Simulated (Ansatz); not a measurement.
# C3H7NO: the cost of one run

Program: Ansatz 0.2.0, driven from Python. The levels of theory stand in the script. These are calculated values, not measurements.

## 1. Starting point

Bond lengths: C1–N2 1.459 Å, N2–C3 1.280 Å, C3–O4 1.353 Å, O4–C5 1.431 Å, C1–H6 1.094 Å, C1–H7 1.094 Å, C1–H8 1.096 Å, C3–H9 1.102 Å, C5–H10 1.094 Å, C5–H11 1.094 Å, C5–H12 1.094 Å. Angles (14 of 17 angles, heavy atoms first): C1–N2–C3 114.3°, N2–C3–O4 123.5°, C3–O4–C5 115.9°, N2–C1–H6 109.4°, N2–C1–H7 109.4°, N2–C1–H8 114.0°, N2–C3–H9 126.6°, O4–C3–H9 109.9°, O4–C5–H10 107.9°, O4–C5–H11 110.5°, O4–C5–H12 110.5°, H6–C1–H7 108.0°, H6–C1–H8 107.9°, H7–C1–H8 107.9°.

No structure file is read: the coordinates are typed or built in the script.

## 2. Script

methods_c3h7no.py

```python
# -*- coding: utf-8 -*-
"""C3H7NO at several levels of theory."""

from pathlib import Path
import warnings

import ansatz as az
from ase import Atoms
import numpy as np

warnings.simplefilter("ignore", az.DeckWarning)

atoms = Atoms(["C", "N", "C", "O", "C", "H", "H", "H", "H", "H", "H", "H"], positions=[
    [1.9974, 0.4891, -0.1567],
    [0.5424, 0.4083, -0.0897],
    [0.0888, -0.7684, 0.1284],
    [-1.2305, -1.0546, 0.2256],
    [-2.1246, 0.0522, 0.0687],
    [2.2951, 0.8818, -1.1339],
    [2.3589, 1.1806, 0.6106],
    [2.5048, -0.4711, -0.0108],
    [0.6832, -1.6868, 0.264],
    [-3.1464, -0.324, 0.1704],
    [-2.0171, 0.4943, -0.9267],
    [-1.9522, 0.7986, 0.8503],
])
c3h7no = az.Crystal.molecule_from_ase(atoms)

model = c3h7no.calculation().basis(gaussian="def2-SVP")

print("functional    E (Ha)        dipole (D)   HOMO (eV)  LUMO (eV)")
for name in ["pbe0", "hse06", "r2scan", "lda"]:
    summary = model.functional(name).forces().orbitals().run(threads=1, pin="off", runs_dir="runs").report
    lines = Path(summary["orbitals_path"]).read_text().splitlines()
    field_of = lambda key: [line.split("=")[1].strip() for line in lines if line.startswith(key)]
    orbitals = [(27.211386 * float(e), s, float(n)) for e, s, n in zip(field_of("Ene="), field_of("Spin="), field_of("Occup="))]
    homo = max(e for e, _, n in orbitals if n > 0.5)
    lumo = min(e for e, _, n in orbitals if n < 0.5)
    dipole = 4.803205 * np.linalg.norm(summary["charge_distribution"]["dipole_moment_e_ang"])
    print(f"{name:10s} {summary['free_energy_ev'] / 27.211386246:14.6f} {dipole:9.3f} {homo:11.3f} {lumo:10.3f}")
```

## 3. What the engine is handed

The engine receives this input (first run):

```yaml
crystal:
  periodic: [false, false, false]
  atoms:
    - { symbol: C, position_ang: [1.9974, 0.4891, -0.1567] }
    - { symbol: "N", position_ang: [0.5424, 0.4083, -0.0897] }
    - { symbol: C, position_ang: [0.0888, -0.7684, 0.1284] }
    - { symbol: O, position_ang: [-1.2305, -1.0546, 0.2256] }
    - { symbol: C, position_ang: [-2.1246, 0.0522, 0.0687] }
    - { symbol: H, position_ang: [2.2951, 0.8818, -1.1339] }
    - { symbol: H, position_ang: [2.3589, 1.1806, 0.6106] }
    - { symbol: H, position_ang: [2.5048, -0.4711, -0.0108] }
    - { symbol: H, position_ang: [0.6832, -1.6868, 0.264] }
    - { symbol: H, position_ang: [-3.1464, -0.324, 0.1704] }
    - { symbol: H, position_ang: [-2.0171, 0.4943, -0.9267] }
    - { symbol: H, position_ang: [-1.9522, 0.7986, 0.8503] }
basis:
  gaussian:
    orbitals: def2-SVP
hamiltonian:
  xc: pbe0
output:
  orbitals: {}
  forces: true
```

## 4. The run

Run with:

```console
python methods_c3h7no.py
```

**Question.** How long does this script take on 1 thread of Arm Neoverse V1, shared host, and how much memory does it need?

About 20 s, with a peak of 0.28 GiB.
